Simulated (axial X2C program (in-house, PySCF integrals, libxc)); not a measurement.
# SB⁺: properties at the nuclei

Wanted for SB⁺: properties at the nuclei, at the two-component level.

Method: two-component X2C with atomic mean-field terms, S dyall-av3z, B dyall-v3z; program: an in-house X2C program for linear molecules on PySCF integrals.

All values are calculated.

## Step 1: Set-up

The input, task.json:

```json
{
 "zs": [
  16,
  5
 ],
 "q": 1,
 "bas": [
  "dyall-av3z",
  "dyall-v3z"
 ],
 "r0": 1.72,
 "levels": [
  "PBE0",
  "HF",
  "B3LYP",
  "BP86",
  "LDA"
 ],
 "nst": 3
}
```

Keys: zs atomic numbers; q charge; bas basis sets; r0 starting distance in Å; levels methods (HF also brings MP2); nst determinants followed.

Started as:

```console
$ python soeom.py task.json out
```

After this run come: Expectation values, lowest determinant; Expectation values, a higher determinant; Expectation values, a higher determinant.

Q: Predict the outcome of this session. Wanted: lowest determinant; Eeff magnitude; Ws magnitude S; A∥/gI S; qzz S; higher determinant (for each run or level that gives them).

The runs gave:

| quantity | value |
| --- | --- |
| lowest determinant | Ω = 2 (excess of +ω over −ω: ω = 1/2, ω = 3/2) |
| Eeff magnitude (GV/cm), PBE0 | 0.0731 |
| Ws magnitude S (kHz), PBE0 | 0.0122 |
| A∥/gI S (MHz), PBE0 | 193 |
| qzz S (a.u.), PBE0 | -0.67 |
| higher determinant | Ω = 1 (excess of +ω over −ω: ω = -1/2, ω = 3/2) |
| Eeff magnitude (GV/cm), PBE0, higher determinant | 0.0379 |
| Ws magnitude S (kHz), PBE0, higher determinant | 0.0106 |
| A∥/gI S (MHz), PBE0, higher determinant | 248 |
| qzz S (a.u.), PBE0, higher determinant | -0.59 |
| higher determinant | Ω = 1 (excess of +ω over −ω: 2 × ω = 1/2) |
| Eeff magnitude (GV/cm), PBE0, higher determinant | 0.0444 |
| Ws magnitude S (kHz), PBE0, higher determinant | 0.0133 |
| A∥/gI S (MHz), PBE0, higher determinant | 542 |
| qzz S (a.u.), PBE0, higher determinant | -0.62 |

What this shows: In the first state, the effective field runs from 0.058 to 0.0937 GV/cm over the mean-field levels. The expectation values come from single determinants, which for open shells can mix terms of unlike spin or miss the lowest Ω, so a determinant need not be a state. Eeff is the effective electric field on the electron dipole moment in this Ω state and Ws the scalar–pseudoscalar constant (defined with the proton number Z and per Ω); A∥ is the parallel hyperfine constant, which follows by multiplying with the nuclear g factor gI = μI/(I μN); qzz is the electric field gradient, eQq0 = 234.96 MHz × Q/barn × qzz. The operators were transformed with the bare-nucleus X2C matrices. A second determinant lies within 0.1 eV of the first, so their order is not settled at this level.
